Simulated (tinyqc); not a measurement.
Ways to converge the cycle: SCF convergence aids in the sto-3g basis, for BH2, spin multiplicity 2. Computed by the program tinyqc with PySCF. UHF with one setting changed at a time; a run stops when the energy changes by less than 1e-09 hartree and the error matrix is below 1e-5. The start is the Wolfsberg-Helmholz matrix. Damping d keeps d of the old density; a shift (hartree) raises the virtual levels; DIIS n extrapolates F over n matrices.

Geometry (angstrom):
```
atom,x,y,z
B,0.0000,0.0000,0.0000
H,0.0000,1.5200,0.7130
H,0.0000,-1.5860,0.7440
```

lowest solution found by these runs and by PySCF with stability checks = -25.210846 hartree

Largest element of the error matrix X^T (FDS - SDF) X:
```
iteration,plain,damping 0.3,damping 0.6,shift 0.4,DIIS 3,DIIS 8
1,2.1e-01,2.1e-01,2.1e-01,2.1e-01,2.1e-01,2.1e-01
2,8.0e-02,7.0e-02,1.2e-01,7.7e-02,8.0e-02,8.0e-02
3,3.1e-02,4.5e-02,7.7e-02,5.2e-02,2.8e-02,2.8e-02
4,1.9e-02,2.9e-02,5.8e-02,3.6e-02,1.7e-02,1.7e-02
5,1.4e-02,2.2e-02,4.6e-02,2.6e-02,1.3e-02,1.3e-02
6,1.2e-02,1.8e-02,3.6e-02,2.1e-02,1.2e-02,1.1e-02
8,1.1e-02,1.3e-02,2.3e-02,1.5e-02,6.5e-03,4.6e-03
10,9.6e-03,1.1e-02,1.9e-02,1.2e-02,2.2e-03,4.5e-03
14,5.4e-03,9.4e-03,1.4e-02,1.0e-02,2.0e-03,1.7e-03
20,1.8e-03,5.2e-03,1.1e-02,6.4e-03,2.1e-03,4.5e-03
30,1.7e-03,1.5e-03,6.9e-03,2.3e-03,3.4e-03,1.3e-02
45,1.6e-03,1.7e-03,2.5e-03,1.7e-03,-,-
60,1.7e-03,1.6e-03,1.5e-03,1.6e-03,-,-
```

How each run ends:
```
run,iterations,E (hartree),state
plain,>60,-25.161080,has stopped falling
damping 0.3,>60,-25.160666,has stopped falling
damping 0.6,>60,-25.160159,wanders without falling
shift 0.4,>60,-25.160443,has stopped falling
DIIS 3,44,-25.162169,higher
DIIS 8,39,-25.162169,higher
```

What does the comparison show, and why?

No run reaches the lowest solution found. Ending on a higher stationary point: DIIS 3, DIIS 8; a small error matrix cannot reveal that, and an occupation fixed by the start is kept by symmetry or by the shape of the basin. Not converged: plain, damping 0.3, damping 0.6, shift 0.4. DIIS 3 and DIIS 8 gain by cancelling the error over several earlier matrices, much as a quasi-Newton step does.
